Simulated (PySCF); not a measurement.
# Induced dipoles and field energies

Species: C4H5PS.
SMILES with atom numbers: `[CH:1]#[C:2][P:3]1(=[S:4])[CH2:5][CH2:6]1` (hydrogens: H7 on C1; H8, H9 on C5; H10, H11 on C6)

Cartesian coordinates in Å at the GFN2-xTB level; atoms count from 1:
```
atom  x, y, z in Å
C1     2.718   -0.367    0.217
C2     1.591   -0.007    0.000
P3     0.059    0.725   -0.452
S4     0.037    2.369   -1.484
C5    -1.169    0.202    0.787
C6    -1.172   -0.615   -0.524
H7     3.678   -0.734    0.441
H8    -2.017    0.856    0.945
H9    -0.844   -0.314    1.680
H10   -2.021   -0.464   -1.179
H11   -0.856   -1.647   -0.457
```

Level: B3LYP/def2-SVPD (PySCF); nuclei fixed, core orbitals frozen in the response. Permanent dipole (-0.011, -3.601, 2.251) D (1 au = 2.5417 D). Static polarisability (au):

```
x   106.12  -3.38   1.97
y    -3.38  95.25 -16.79
z     1.97 -16.79  78.87
```

Only the terms in μ and α are kept: μ(F) = μ + αF and ΔE = −μ·F − ½ F·αF.

Task: What do fields of 0.257 V/Å (0.005 au) along the six axis directions do?

Result: 
```csv
field along,induced x (D),induced y (D),induced z (D),total size (D),−μ·F (kJ/mol),−½F·αF (kJ/mol)
+x,1.349,-0.043,0.025,4.500,+0.057,-3.483
−x,-1.349,0.043,-0.025,4.412,-0.057,-3.483
+y,-0.043,1.211,-0.213,3.142,+18.598,-3.126
−y,0.043,-1.211,0.213,5.406,-18.598,-3.126
+z,0.025,-0.213,1.002,5.013,-11.626,-2.588
−z,-0.025,0.213,-1.002,3.611,+11.626,-2.588
```

Task: For the field (0.0005, -0.0020, -0.0035) au, what is the induced dipole, and what angle does it make with the field?

Result: αF = (0.135, -0.339, -0.614) D, at 3.9° to the field. The polarisability along this direction, F·αF/F², is 69.00 au, against a mean of 93.41 au.

Task: At what field along the permanent dipole would the induced dipole along it equal the permanent one, in this linear picture?

Result: The polarisability along the dipole is 105.72 au, so F = 1.6708 au / 105.72 au = 0.0158 au = 0.81 V/Å; higher-order terms are ignored.

Task: What field makes μF equal to kT at 298 K?

Result: kT = 0.9437 × 10⁻³ Eh, so F = 0.000565 au = 2.9 MV/cm.

Task: Induction energy −ᾱe²/2R⁴ of a unit charge at 14 Å, the molecule taken as a point?

Result: R = 26.46 bohr, so the energy is −93.4/(2 × 26.46⁴) Eh = -0.25 kJ/mol. The charge–dipole term at its most favourable orientation, −μe/R², is -6.27 kJ/mol.

Geometry: GFN2-xTB; no solvent, vibrations or thermal averaging.
